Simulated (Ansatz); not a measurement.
Name a neutral molecule of C, S and H with LUMO energy (PBE/def2-TZVPP) between -0.95 and -0.65 eV and HOMO–LUMO gap (PBE0/def2-TZVPP) between 6.60 and 6.90 eV (Ansatz, PBE0-D4/def2-TZVP geometry).

`C=CCCS` (-0.94 eV, 6.82 eV); `SC1=CC1` (-0.78 eV, 6.65 eV); `CCSCS` (-0.68 eV, 6.77 eV). Other molecules can fit too; these were computed, each in one conformer that needn't be the lowest.
